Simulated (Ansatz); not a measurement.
Geometry optimisation, RHF/def2-TZVP (Ansatz).

The input (input.yaml):

```yaml
crystal:
  periodic: [false, false, false]
  atoms:
    - { symbol: Si, position_ang: [-0.003102, 0.023394, -1.06555] }
    - { symbol: H, position_ang: [1.125366, -0.241513, 1.329618] }
    - { symbol: H, position_ang: [1.651117, 0.11542, 1.019016] }
    - { symbol: Cl, position_ang: [-1.177351, 1.636481, -0.453805] }
    - { symbol: H, position_ang: [-0.70483, -0.987082, -0.198479] }
basis:
  gaussian: { orbitals: def2-TZVP }
hamiltonian:
  xc: hf
relax:
  f_tol: 0.03
  max_steps: 50
```

Launched with:

```bash
$ ansatz run input.yaml --threads 1 --pin off --max-ram 2048MiB --backend cpu --events-out ev --progress --plain --runs-dir out
```

Task: Where does it end, and by what steps?

Result: It converged. The force dipped under the threshold on the way, but the program's further checks kept it going. After 7 steps the energy has fallen by 0.055 eV; H3 moved furthest, 0.56 Å.

| step | energy less start (eV) | largest force component (eV/Å) | accepted |
| --- | --- | --- | --- |
| 0 | 0.0000 | 0.996 | yes |
| 1 | -0.0420 | 0.117 | yes |
| 2 | -0.0506 | 0.088 | yes |
| 3 | -0.0532 | 0.045 | yes |
| 4 | -0.0539 | 0.012 | yes |
| 5 | -0.0547 | 0.009 | yes |
| 6 | -0.0550 | 0.011 | yes |
| 7 | -0.0551 | 0.002 | yes |

```xyz
5
Properties=species:S:1:pos:R:3
Si -0.325 0.063 -1.367
H 1.502 -0.244 1.738
H 2.083 0.006 1.364
Cl -1.440 1.678 -0.669
H -0.929 -0.956 -0.434
```

Run time: 6.8 s on 1 thread of Arm Neoverse V1, with other jobs on the host, peak memory 0.13 GiB.
